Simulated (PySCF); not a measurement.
## 1,1-dichloroethane: calculation against experiment

**The experiment to reproduce.**

From NIST CCCBDB Release 22 (SRD 101), experimental dipoles, for the gas: dipole moment (dielectric constant against temperature) 2.06 D.

NIST CCCBDB Release 22 (SRD 101), experimental polarizabilities lists, for the gas: mean polarisability 8.161 Å³.

The results are set against them at the end.

Species: 1,1-dichloroethane, C2H4Cl2.
SMILES with atom numbers: `[CH3:1][CH:2]([Cl:3])[Cl:4]` (hydrogens: H5, H6, H7 on C1; H8 on C2)

Geometry (GFN2-xTB, Å), atoms numbered from 1 in this order:
```xyz
8
C2H4Cl2 angstrom
C     -0.8280   -0.0121    0.0202
C      0.6787    0.0253    0.1221
Cl     1.3335    1.4110   -0.7889
Cl     1.3868   -1.4785   -0.5224
H     -1.2443    0.9077    0.4246
H     -1.2114   -0.8576    0.5867
H     -1.1357   -0.1132   -1.0177
H      1.0295    0.1269    1.1508
```

Runs made with PySCF (gas phase, on this GFN2-xTB geometry; no spin–orbit coupling):

| level | job | basis functions | wall time |
| --- | --- | --- | --- |
| PBE0/def2-SVPD | 8 singlets by full TDDFT, 3 Tamm–Dancoff triplets, polarisability | 126 | 12 s |

Hardware: one thread, Arm Neoverse N1, on a shared host.

## Comparison

**Dipole moment.** Measured: 2.06 D (NIST CCCBDB Release 22 (SRD 101), experimental dipoles).

| level | computed (D) | computed − measured (D) | % (from the printed values) |
| --- | --- | --- | --- |
| PBE0/def2-SVPD | 2.16 | +0.10 | +5 |

The computed dipoles belong to one fixed geometry; measured ones are averaged over vibrations unless marked μe. Magnitudes are compared, not signs.

**Mean polarisability.** Measured: 8.161 Å³ (NIST CCCBDB Release 22 (SRD 101), experimental polarizabilities).

| level | computed (Å³) | computed − measured (Å³) | % (from the printed values) |
| --- | --- | --- | --- |
| PBE0/def2-SVPD | 8.050 | -0.111 | -1 |

The computed values are static and purely electronic, with core orbitals frozen in the response (1 au = 0.148185 Å³). The table of measured values doesn't say here whether a value is static or optical, or holds a vibrational part.

No measured geometry was used, and the causes of the misses weren't examined.
